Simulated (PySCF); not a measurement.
System (SMILES): F (HF).
Geometry (B3LYP-D3(BJ)/def2-TZVP, fixed):
```
F
H 1 0.9245
```
Charge 0, spin multiplicity 1.

Basis-set convergence of the lowest singlet excitation energy at CAM-B3LYP with PySCF. Tamm-Dancoff approximation; the state is taken by its order, and sets in which it differs in degeneracy or brightness are left out, yet its character can still change. All functions are spherical. Density fitting with generated auxiliary sets. No added dispersion term, no relativity. Reference: the value in d-aug-cc-pVTZ, 9.606 eV, itself unsure by roughly 0.004 eV (its mean distance from aug-pcseg-3, aug-cc-pVQZ, aug-pcseg-2). Deviations are taken from unrounded values. Cost is core time over that of jun-cc-pV(T+d)Z, rough, on shared machines of one kind; a dash marks a row that isn't timed (too short, read off another run, short of memory, by another algorithm or on other hardware).

```json
[
 {"basis": "6-311+G**", "functions": "28", "cost": "-"},
 {"basis": "aug-cc-pVDZ", "functions": "32", "cost": "-"},
 {"basis": "aug-pcseg-1", "functions": "32", "cost": "-"},
 {"basis": "6-311++G(2d,2p)", "functions": "37", "cost": "-"},
 {"basis": "jun-cc-pV(T+d)Z", "functions": "53", "cost": "1×"},
 {"basis": "6-311++G(3df,3pd)", "functions": "57", "cost": "0.9×"},
 {"basis": "aug-cc-pVTZ", "functions": "69", "cost": "2×"},
 {"basis": "aug-pcseg-2", "functions": "69", "cost": "2×"},
 {"basis": "aug-cc-pVQZ", "functions": "126", "cost": "4×"},
 {"basis": "aug-pcseg-3", "functions": "134", "cost": "10×"},
 {"basis": "aug-cc-pV5Z", "functions": "207", "cost": "20×"}
]
```

**Question.** Which is the smallest set listed that can be trusted to 0.1 eV here, that is, within that of the reference together with its larger relatives (same family, alike in diffuse functions; a set with none to test it counts only in the reference's own line)?

**Answer.** The smallest set listed that lies within 0.1 eV of the reference with all its larger relatives (same family, alike in diffuse functions; a set with none counts only in the reference's own line) is aug-pcseg-1 (32 functions, 0.048 eV off). Inside the window by cancellation, since a larger relative falls out: aug-cc-pVDZ. Value minus reference: 6-311+G** 0.395, aug-cc-pVDZ -0.030, aug-pcseg-1 0.048, 6-311++G(2d,2p) -0.008, jun-cc-pV(T+d)Z 0.617, 6-311++G(3df,3pd) 0.021, aug-cc-pVTZ -0.001, aug-pcseg-2 0.010, aug-cc-pVQZ 0.002, aug-pcseg-3 -0.001, aug-cc-pV5Z 0.001 eV.
